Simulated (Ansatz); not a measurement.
# C₂H₆O (SMILES COC): single points off equilibrium

The atoms stand at a structure displaced at random from a GFN2-xTB minimum. How far do the functionals agree with CCSD(T) there?

Computed with Ansatz 0.2.0, Gaussian basis. Level: single points in def2-TZVPP.

Cores are frozen in the correlated methods.

### 1 Starting geometry

SMILES `COC`, 9 atoms, charge 0, spin multiplicity 1.

Atoms are counted from 1 here; the program's logs count them from 0.

Bond lengths: C1–O2 1.399 Å, C1–H4 1.230 Å, C1–H5 1.077 Å, C1–H6 1.083 Å, O2–C3 1.350 Å, C3–H7 1.162 Å, C3–H8 1.121 Å, C3–H9 1.129 Å. Angles: O2–C1–H4 112.3°, O2–C1–H5 113.4°, O2–C1–H6 109.4°, H4–C1–H5 112.8°, H4–C1–H6 101.1°, H5–C1–H6 106.9°, C1–O2–C3 114.1°, O2–C3–H7 109.7°, O2–C3–H8 113.5°, O2–C3–H9 114.2°, H7–C3–H8 101.3°, H7–C3–H9 110.3°, H8–C3–H9 107.1°.

As a file:

```
C    -0.3852    0.8660   -0.6992
O     0.5803   -0.1410   -0.5912
C     0.5109   -0.8489    0.5560
H    -1.5270    0.4355   -0.5483
H    -0.2802    1.4667   -1.5865
H    -0.3018    1.5376    0.1463
H    -0.5114   -1.3975    0.6162
H     1.2264   -1.7114    0.5930
H     0.6825   -0.2359    1.4882
```

### 2 CCSD(T)/def2-TZVPP

Input file run/in.yaml:

```yaml
crystal:
  periodic: [false, false, false]
  atoms:
    - {symbol: C, position_ang: [-0.385200, 0.866000, -0.699200]}
    - {symbol: O, position_ang: [0.580300, -0.141000, -0.591200]}
    - {symbol: C, position_ang: [0.510900, -0.848900, 0.556000]}
    - {symbol: H, position_ang: [-1.527000, 0.435500, -0.548300]}
    - {symbol: H, position_ang: [-0.280200, 1.466700, -1.586500]}
    - {symbol: H, position_ang: [-0.301800, 1.537600, 0.146300]}
    - {symbol: H, position_ang: [-0.511400, -1.397500, 0.616200]}
    - {symbol: H, position_ang: [1.226400, -1.711400, 0.593000]}
    - {symbol: H, position_ang: [0.682500, -0.235900, 1.488200]}
basis:
  gaussian: {orbitals: def2-TZVPP}
correlation: {method: ccsd_t}
output: {forces: true}
```

No record of the launch command was kept for these runs.

### 3 PBE0-D4/def2-TZVPP

Edit run/in.yaml of step 2 so:

```diff
@@ -14,3 +14,3 @@
   gaussian: {orbitals: def2-TZVPP}
-correlation: {method: ccsd_t}
-output: {forces: true}
+hamiltonian: {xc: pbe0, dispersion: d4}
+output: {forces: true, orbitals: {seedname: orbitals}}
```

### 4 wB97M-V/def2-TZVPP

Edit run/in.yaml of step 3 so:

```diff
@@ -14,3 +14,3 @@
   gaussian: {orbitals: def2-TZVPP}
-hamiltonian: {xc: pbe0, dispersion: d4}
-output: {forces: true, orbitals: {seedname: orbitals}}
+hamiltonian: {xc: {name: wB97M-V}}
+output: {forces: true}
```

### 5 r2SCAN-D4/def2-TZVPP

Edit run/in.yaml of step 4 so:

```diff
@@ -14,3 +14,3 @@
   gaussian: {orbitals: def2-TZVPP}
-hamiltonian: {xc: {name: wB97M-V}}
+hamiltonian: {xc: r2scan, dispersion: d4}
 output: {forces: true}
```

### 6 PBE-D4/def2-TZVPP

Edit run/in.yaml of step 5 so:

```diff
@@ -14,3 +14,3 @@
   gaussian: {orbitals: def2-TZVPP}
-hamiltonian: {xc: r2scan, dispersion: d4}
+hamiltonian: {xc: pbe, dispersion: d4}
 output: {forces: true}
```

### 7 CAM-B3LYP-D4/def2-TZVPP

Edit run/in.yaml of step 6 so:

```diff
@@ -14,3 +14,3 @@
   gaussian: {orbitals: def2-TZVPP}
-hamiltonian: {xc: pbe, dispersion: d4}
+hamiltonian: {xc: {name: CAM-B3LYP}, dispersion: d4}
 output: {forces: true}
```

### 8 r2SCANh-D4/def2-TZVPP

Edit run/in.yaml of step 7 so:

```diff
@@ -14,3 +14,3 @@
   gaussian: {orbitals: def2-TZVPP}
-hamiltonian: {xc: {name: CAM-B3LYP}, dispersion: d4}
+hamiltonian: {xc: {name: r2SCANh}, dispersion: d4}
 output: {forces: true}
```

(Steps that only read results are left out.)

**Question.** What will these runs give? Wanted: energy less free atoms, CCSD(T)/def2-TZVPP; RMS force component; RMS force error; HOMO and LUMO, PBE0-D4; T1 diagnostic.

**Answer**, as computed:

| quantity | value |
| --- | --- |
| energy less free atoms, CCSD(T)/def2-TZVPP | -769.2 kcal/mol |
| RMS force component | 1.169 to 1.290 eV/Å over the methods |
| RMS force error | PBE0-D4 0.172, wB97M-V 0.078, r2SCAN-D4 0.091, PBE-D4 0.183, CAM-B3LYP-D4 0.138, r2SCANh-D4 0.117 eV/Å |
| HOMO and LUMO, PBE0-D4 | -7.43 and 1.27 eV |
| T1 diagnostic | 0.010 |

**Reading.** Against CCSD(T) the functionals' energies less atoms differ by -33.7 to -13.9 kcal/mol, PBE-D4 by -33.7 kcal/mol. A larger basis would deepen the CCSD(T) value, while the functionals are nearly converged already, so the order here is not reliable. For forces wB97M-V does best and PBE-D4 worst. Frozen-core CCSD(T) forces in triple zeta carry basis errors of their own, and this is one geometry, so small gaps rank nothing.
